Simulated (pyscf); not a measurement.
## Four-centre exchange: H₃C–Zn–Cl + hydrogen fluoride (HF) → methane (CH₄) + F–Zn–Cl

Gas phase, singlet surface, charge 0. Bonds broken: C1–Zn2, F7–H8. Bonds formed: C1–H8, Zn2–F7. Structures and frequencies: ωB97X-D3(BJ)/def2-SVP in PySCF.

Transition state (Å):

```xyz
8

C     -1.2852     0.9288    -0.5547
Zn    -0.4807    -0.9767    -0.0621
Cl    -0.8609    -2.8520     0.8294
H     -1.6256     1.2166     0.4541
H     -2.1552     0.6013    -1.1477
H     -0.9467     1.8689    -1.0249
F      1.0371    -0.0663    -0.9557
H      0.0447     0.5655    -0.8673
```

One imaginary mode, 1132i cm⁻¹; descent along it reached the two sides named.

```csv
bond,change,reactant side (Å),saddle,product side
C1–Zn2,breaks,1.948,2.126,2.8
F7–H8,breaks,0.929,1.180,2.339
C1–H8,forms,2.7,1.414,1.103
Zn2–F7,forms,2.344,1.983,1.754
```

Electronic energies relative to the separated reactants (kJ/mol):

| level | barrier | reaction energy | reverse barrier |
|---|---|---|---|
| ωB97X-D3(BJ)/def2-TZVP | 52.1 | -75.5 | 127.6 |
| PBE/def2-TZVP | 45.3 | -70.3 | 115.6 |
| r²SCAN/def2-TZVP | 38.2 | -77.8 | 116.0 |
| B3LYP-D3(BJ)/def2-TZVP | 56.9 | -76.7 | 133.6 |
| PBE0-D3(BJ)/def2-TZVP | 47.9 | -68.0 | 115.9 |
| M06-2X/def2-TZVP | 41.6 | -77.6 | 119.2 |
| ωB97M-D3(BJ)/def2-TZVP | 55.5 | -73.5 | 129.1 |
| HF/def2-TZVP | 93.1 | -102.2 | 195.3 |

With ωB97M-D3(BJ)/def2-TZVP energies and thermal terms (ideal gas, 1 atm, RRHO with modes under 100 cm⁻¹ raised to 100, one conformer, R ln 2 for rigid chiral ones), in kJ/mol:

```tsv
T (K)	ΔH‡	ΔG‡	ΔH	ΔG
298	47.7	84.3	-69.7	-67.7
600	47.2	121.7	-72.2	-64.6
900	48.4	158.8	-73.8	-60.5
1200	50.4	195.3	-74.6	-55.9
```

One saddle was located; it need not be the lowest between these sides. Elements up to Kr have no core potential and no relativistic terms here.
